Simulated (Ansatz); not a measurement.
System: zinc-blende InAs. Method: r²SCAN in Ansatz (PAW).

The same calculation (at the measured cell, 27.791 Å³/atom) with different numerical settings:

```json
[
 {"run": "1", "k mesh": "4×4×4", "gap on the mesh (eV)": "0.208", "total energy (eV/atom)": "-5238.5228", "rough time": "3 core-s"},
 {"run": "2", "k mesh": "6×6×6", "gap on the mesh (eV)": "0.218", "total energy (eV/atom)": "-5238.5785", "rough time": "4 core-s"},
 {"run": "3", "k mesh": "8×8×8", "gap on the mesh (eV)": "0.220", "total energy (eV/atom)": "-5238.5853", "rough time": "6 core-s"},
 {"run": "4", "k mesh": "12×12×12", "gap on the mesh (eV)": "0.221", "total energy (eV/atom)": "-5238.5868", "rough time": "10 core-s"},
 {"run": "5", "k mesh": "16×16×16", "gap on the mesh (eV)": "0.221", "total energy (eV/atom)": "-5238.5869", "rough time": "20 core-s"},
 {"run": "6", "k mesh": "20×20×20", "gap on the mesh (eV)": "0.221", "total energy (eV/atom)": "-5238.5870", "rough time": "40 core-s"}
]
```

In the column total energy (eV/atom) the first row differs from the last by +0.0642 and the next to last by +0.0001.

The last row is no converged limit: other settings stay fixed.

Spin–orbit coupling is not included.

Ansatz is a quantum-chemistry and plane-wave program.
